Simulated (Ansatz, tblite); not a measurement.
# The cluster C3−: rung by rung

An exercise on one series of results from a longer session: the logs are not shown, and one member is left open.

Method: as each input shows; program: Ansatz 0.2.0, Gaussian basis.

Levels to be run: GFN1-xTB, GFN2-xTB, PBE-D4/def2-TZVPD, r2SCAN-D4/def2-TZVPD, HF/def2-TZVPD, r2SCAN0-D4/def2-TZVPD, B97M-V/def2-TZVPD, r2SCANh-D4/def2-TZVPD, BLYP-D4/def2-TZVPD, PBE-D4/def2-SVPD, PBE0-D4/def2-SVPD, HF/6-31G, B3LYP-D4/6-31G, CCSD(T)/def2-TZVPPD, MP2/def2-TZVPD, RPA/def2-TZVPD.

### The geometry

The doublet was relaxed beforehand with PBE0-D4/def2-TZVPD. At that level it is the lowest of the isomers that a small search found.

3 atoms, charge -1, spin multiplicity 2.

Bond lengths: C1–C2 1.301 Å, C1–C3 1.301 Å. Angles: C2–C1–C3 180.0°.

As a file:

```xyz
3
charge -1, multiplicity 2
C    -0.00006   -0.00001    0.00002
C     0.21742   -1.25875   -0.24884
C    -0.21738    1.25876    0.24883
```

The ion is computed in the gas phase, without counter-ions or solvent.

PBE0-D4/def2-TZVPD was run before; its log isn't repeated, and its numbers join the tables.

Set-up of the first run:

Tight binding, by tblite at 300 K electronic temperature and without a spin-polarisation term:

```python
tblite.interface.Calculator('GFN1-xTB', numbers, positions, charge=-1, uhf=1).singlepoint()
```

Tight binding, by tblite at 300 K electronic temperature and without a spin-polarisation term:

```python
tblite.interface.Calculator('GFN2-xTB', numbers, positions, charge=-1, uhf=1).singlepoint()
```

start.molden holds the orbitals of an earlier run on this state, given as this run's starting guess.

Input file in.yaml:

```yaml
crystal:
  periodic: [false, false, false]
  atoms:
    - {symbol: C, position_ang: [-0.000056, -0.000014, 0.000021]}
    - {symbol: C, position_ang: [0.217424, -1.258751, -0.248841]}
    - {symbol: C, position_ang: [-0.217378, 1.258764, 0.248830]}
basis:
  gaussian: {orbitals: def2-TZVPD, initial_orbitals: start.molden}
total_charge: -1
magnetization: {spin_polarized: true, initial_magnetization: 1}
hamiltonian: {xc: pbe, dispersion: d4}
scf: {omitted_lower_state_checks: [starts]}
output: {forces: true, orbitals: {seedname: orbitals}}
```

On the command line:

```sh
$ ansatz run in.yaml --threads 4 --pin off --events-out ev --progress --plain --max-ram 3916MiB
```

Steps of the session up to this table: PBE-D4/def2-TZVPD; r2SCAN-D4/def2-TZVPD; HF/def2-TZVPD; r2SCAN0-D4/def2-TZVPD; B97M-V/def2-TZVPD; r2SCANh-D4/def2-TZVPD; BLYP-D4/def2-TZVPD; PBE-D4/def2-SVPD; PBE0-D4/def2-SVPD; HF/6-31G; B3LYP-D4/6-31G; CCSD(T)/def2-TZVPPD; MP2/def2-TZVPD; RPA/def2-TZVPD.

One of the session's tables, all rows but one given; the rest of the session is left out.

| level | LUMO (eV) | gap (eV) |
| --- | --- | --- |
| HF/6-31G | 7.53 | 9.84 |
| HF/def2-TZVPD | 6.10 | 9.37 |
| PBE-D4/def2-SVPD | 1.70 | 0.26 |
| PBE-D4/def2-TZVPD | 1.54 | 0.28 |
| BLYP-D4/def2-TZVPD | 1.74 | 0.32 |
| r2SCAN-D4/def2-TZVPD | 1.75 | 0.85 |
| B97M-V/def2-TZVPD | 1.94 | 0.82 |
| r2SCANh-D4/def2-TZVPD | ? | ? |
| B3LYP-D4/6-31G | 3.62 | 2.06 |
| PBE0-D4/def2-SVPD | 2.69 | 2.50 |
| PBE0-D4/def2-TZVPD | 2.56 | 2.49 |
| r2SCAN0-D4/def2-TZVPD | 2.67 | 2.91 |

**Question.** Estimate the row for r2SCANh-D4/def2-TZVPD.

Worked estimate for «LUMO (eV)». Against the share of exact exchange, r2SCAN-D4/def2-TZVPD (0, 1.75), r2SCAN0-D4/def2-TZVPD (0.25, 2.67) give a slope of 3.68 per unit share; at 0.1 the line stands at 2.12.

**Answer.** LUMO (eV): 2.12; gap (eV): 1.67. In «LUMO (eV)» the line misses by 0.00.
